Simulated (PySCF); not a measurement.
`InChI=1S/C4H7NO/c5-1-4-2-6-3-4/h1,4-5H,2-3H2/b5-1-`

Cartesian coordinates in Å; atom numbers follow the order of the lines, from 1:
```xyz
13

N     2.266    0.078   -1.096
C     1.035    0.225   -0.924
C     0.218   -0.158    0.267
C    -0.745    0.922    0.792
O    -1.886    0.116    0.503
C    -1.080   -0.931   -0.035
H     2.765   -0.359   -0.320
H     0.483    0.688   -1.739
H     0.841   -0.616    1.038
H    -0.749    1.855    0.221
H    -0.662    1.146    1.859
H    -1.282   -1.097   -1.098
H    -1.207   -1.868    0.514
```

The calculation used GIAO OPBE/6-31G magnetisability, non-relativistic, IEF-PCM chloroform (PySCF 2.14.0). Geometry: GFN2-xTB.

Task: How diamagnetic is it, and how anisotropic?

Result: Isotropic -712 × 10⁻³⁰ J/T², or -42.9 × 10⁻⁶ cm³/mol; principal values -899, -773, -466 × 10⁻³⁰ J/T², anisotropy 386 × 10⁻³⁰ J/T² (root of half the summed squared differences of the principal values). The susceptibility is in cgs units.

Task: Split it along the inertial axes a, b, c into diamagnetic and paramagnetic parts about the centre of mass, with the quadrupole moment.

Result: 
```
axis  χ (10⁻⁶ cm³/mol)  diamagnetic (10⁻⁶ cm³/mol)  paramagnetic (10⁻⁶ cm³/mol)  summed x² of all electrons (Å²)  quadrupole Θ (D Å)
   a             -46.3                      -204.8                        158.5                            120.2              -18.87
   b             -54.1                      -585.2                        531.1                             30.5               +9.20
   c             -28.3                      -639.3                        611.0                             17.8               +9.67
```
Anisotropies 2χaa − χbb − χcc = -10.2 and 2χbb − χaa − χcc = -33.6 × 10⁻⁶ cm³/mol. Θ is traceless in Buckingham's convention.
